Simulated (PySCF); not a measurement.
# Nuclear quadrupole coupling in `O=C(F)C(F)F`

C2HF3O.
Structure used (GFN2-xTB), in Å, numbered top down from 1:
```xyz
7
C2HF3O angstrom
O      1.4322   -1.1257    0.5063
C      0.8717   -0.2280    0.0047
F      1.5227    0.7081   -0.7136
C     -0.6321    0.0854   -0.0141
F     -1.2983   -0.8013    0.7421
F     -0.8625    1.3139    0.4915
H     -1.0303    0.0525   -1.0439
```

Field gradients from the PBE0/pcSseg-1 density (PySCF, non-relativistic), principal values in atomic units, ordered |Vxx| ≤ |Vyy| ≤ |Vzz|:

| atom | Vxx | Vyy | Vzz |
| --- | --- | --- | --- |
| O1 | 0.3537 | 1.2816 | -1.6353 |

Problem. Find the asymmetry η = (Vxx − Vyy)/Vzz and the couplings χ = eQV/h (234.96 MHz × Q in barn × V in au), with Q(17O) = −0.0256 b.

Solution. 
```json
{"atom": "O1", "environment": "carbonyl oxygen", "nucleus": "17O", "η": "0.57", "χzz (MHz)": "9.84", "χxx (MHz)": "-2.13", "χyy (MHz)": "-7.71"}
```

Problem. What is Vzz at O1 in SI units (1 au = 9.71736 × 10²¹ V/m²)?

Solution. -1.6353 au = -15.891 × 10²¹ V/m².

Problem. And the gradient at the other heavy atoms, for which no coupling is worked out here?

Solution. 
```
atom              environment  Vzz (au)     η
  C2       acyl halide carbon    -0.481  0.37
  F3            acyl fluorine     2.523  0.36
  C4              CHF2 carbon    -0.471  0.72
  F5  fluorine of a CF2 group     3.030  0.10
  F6  fluorine of a CF2 group     3.066  0.11
```

Problem. What couplings would deuterons (Q(2H) = 0.00286 b) have in place of the hydrogens, at this geometry?

Solution. 
| atom | bonded to | bond length (Å) | Vzz (au) | η | χzz (kHz) |
| --- | --- | --- | --- | --- | --- |
| H7 | C4 | 1.105 | 0.2568 | 0.01 | 173 |

Isolated species at its GFN2-xTB geometry (one conformer only). GFN2-xTB bond lengths can be off by several hundredths of an ångström, more for odd bonds, and the gradients follow them. These gradients aren't converged with respect to the basis.

The run behind these numbers computed NMR shieldings as well. Rough CPU time on one thread of a shared machine: about 18 s.
